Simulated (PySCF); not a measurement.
# Spin-rotation constants: `P(C=C)(C)(C)=N`, C$_{4}$H$_{10}$NP

Molfile (atoms numbered from 1):
```
C4H10NP
     RDKit          3D

 16 15  0  0  0  0  0  0  0  0999 V2000
   -1.6185   -1.4105    1.1446 C   0  0  0  0  0  0  0  0  0  0  0  0
   -0.7009   -1.3750    0.1750 C   0  0  0  0  0  0  0  0  0  0  0  0
    0.1180    0.1056   -0.5009 P   0  0  0  0  0  5  0  0  0  0  0  0
    1.8825   -0.2124   -0.2649 C   0  0  0  0  0  0  0  0  0  0  0  0
   -0.2826    1.4228    0.7075 C   0  0  0  0  0  0  0  0  0  0  0  0
   -0.1057    0.3905   -2.0314 N   0  0  0  0  0  0  0  0  0  0  0  0
   -2.1286   -2.3403    1.4159 H   0  0  0  0  0  0  0  0  0  0  0  0
   -1.9057   -0.5185    1.7100 H   0  0  0  0  0  0  0  0  0  0  0  0
   -0.4602   -2.2917   -0.3788 H   0  0  0  0  0  0  0  0  0  0  0  0
    2.1581   -1.0881   -0.8686 H   0  0  0  0  0  0  0  0  0  0  0  0
    2.4382    0.6557   -0.6471 H   0  0  0  0  0  0  0  0  0  0  0  0
    2.1286   -0.3899    0.7909 H   0  0  0  0  0  0  0  0  0  0  0  0
    0.2676    2.3239    0.4007 H   0  0  0  0  0  0  0  0  0  0  0  0
   -1.3578    1.6504    0.6632 H   0  0  0  0  0  0  0  0  0  0  0  0
   -0.0061    1.1548    1.7379 H   0  0  0  0  0  0  0  0  0  0  0  0
   -1.0822    0.5369   -2.2842 H   0  0  0  0  0  0  0  0  0  0  0  0
  1  2  2  0
  2  3  1  0
  3  4  1  0
  3  5  1  0
  3  6  2  0
  1  7  1  0
  1  8  1  0
  2  9  1  0
  4 10  1  0
  4 11  1  0
  4 12  1  0
  5 13  1  0
  5 14  1  0
  5 15  1  0
  6 16  1  0
M  END
```

Method used: GIAO B97-D/6-31G magnetisability, rotational g tensor and spin-rotation constants, non-relativistic, gas phase in PySCF 2.14.0. Geometry: PBE0-D3(BJ)/def2-SVP.

Question: Give the nuclear spin-rotation constants along the inertial axes (H = +C I·J) beside the isotropic shieldings.

Answer: Rotational constants 3.6610, 2.1958, 2.1137 GHz. A star marks the isotopologue with that one atom substituted, in its own axes.
| atom | isotope | Caa (kHz) | Cbb (kHz) | Ccc (kHz) | mean (kHz) | σ (ppm) |
| --- | --- | --- | --- | --- | --- | --- |
| P3 | 31P | 5.070 | 3.159 | 2.453 | 3.561 | 421.7 |
| N6 | 14N | 0.126 | 0.073 | 0.166 | 0.122 | 216.9 |
| H7 | 1H | 0.138 | -0.128 | -0.246 | -0.079 | 27.0 |
| H8 | 1H | -0.364 | 0.168 | -0.250 | -0.148 | 27.2 |
| H9 | 1H | -0.370 | 0.202 | -0.266 | -0.144 | 26.8 |
| H10 | 1H | -0.425 | 0.037 | -0.244 | -0.211 | 31.3 |
| H11 | 1H | 0.025 | -0.230 | -0.245 | -0.150 | 31.3 |
| H12 | 1H | -0.338 | -0.237 | -0.055 | -0.210 | 31.9 |
| H13 | 1H | -0.063 | -0.171 | -0.280 | -0.171 | 31.9 |
| H14 | 1H | -0.350 | -0.214 | -0.067 | -0.210 | 31.7 |
| H15 | 1H | -0.324 | -0.218 | -0.058 | -0.200 | 31.2 |
| H16 | 1H | -0.432 | -0.304 | 0.019 | -0.239 | 32.7 |
| C1 | 13C* | 1.203 | 0.820 | 0.247 | 0.757 | 80.7 |
| C2 | 13C* | 1.222 | 0.925 | 0.314 | 0.820 | 63.9 |
| C4 | 13C* | 0.473 | 0.306 | 0.245 | 0.342 | 177.1 |

For the geometry as given, no vibrational averaging.
